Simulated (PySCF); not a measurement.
Below is a simulated gas-phase C 1s photoelectron spectrum of `CO[C@@H]1[C@@H]2C[C@@H]21`.

Every computed line was given a Gaussian of 0.7 eV full width at half maximum and an area set by the number of equivalent atoms; the highest printed point is 100. Theory: delta-SCF UKS SCAN, pcX-2 on the ionised atom, pcseg-1 elsewhere, spin-free X2C in PySCF 2.14.0.

```csv
binding energy (eV),intensity
289.7,0
289.8,1
289.9,3
290.0,6
290.1,13
290.2,24
290.3,40
290.4,59
290.5,79
290.6,94
290.7,100
290.8,96
290.9,82
291.0,64
291.1,45
291.2,29
291.3,19
291.4,15
291.5,16
291.6,23
291.7,33
291.8,45
291.9,56
292.0,63
292.1,64
292.2,59
292.3,49
292.4,37
292.5,25
292.6,15
292.7,8
292.8,4
292.9,2
293.0,1
293.1,0
293.2,0
```

Task: How many maxima does the curve show, and how many computed lines lie under it?

Result: The curve has 2 maxima (at 290.7 and 292.1 eV). Under it lie 4 lines from 4 inequivalent carbon sites. At this width some lines have no maximum of their own.

Task: Decompose the envelope and assign each component. Numbering: `[CH3:1][O:2][C@@H:3]1[C@@H:4]2[CH2:5][C@H:6]12`.

Result: 
```
position (eV)  relative area  line  atoms                    environment
       290.67              2  C 1s  C4/C6  sp3 carbon at a ring junction
       290.80              1  C 1s     C5     three-membered-ring carbon
       291.96              1  C 1s     C1                 methoxy carbon
       292.17              1  C 1s     C3     sp3 carbon bound to oxygen
```

Task: What are the centre and the root-mean-square width of the whole band?

Result: The area-weighted mean of the lines is 291.25 eV. Their own spread about it is 0.67 eV (rms) and each Gaussian has σ = 0.7/2.355 = 0.30 eV; the variances add, which gives 0.73 eV.

Lowest listed C 1s: C4/C6, bonded to 3 C and H. Highest, 1.50 eV above it: C3, bonded to O, 2 C and H. Summing the Pauling electronegativity differences to the bonded atoms, each weighted by its formal bond order, gives -0.35 for the lowest site and +0.54 for the highest; no listed site has a larger sum than the highest. The smallest sum, -0.70, belongs to C5, 0.13 eV above the lowest.

No satellites, vibrations or lifetime broadening are included. Topologically equivalent atoms share the value of their first member; where this conformer doesn't relate them by symmetry, their own values could differ. Geometry: GFN2-xTB, one conformer, isolated molecule.

Shape of the structure used: `[CH3:1][O:2][C@@H:3]1[C@@H:4]2[CH2:5][C@H:6]12`: C1–O2–C3–C4 -79°.
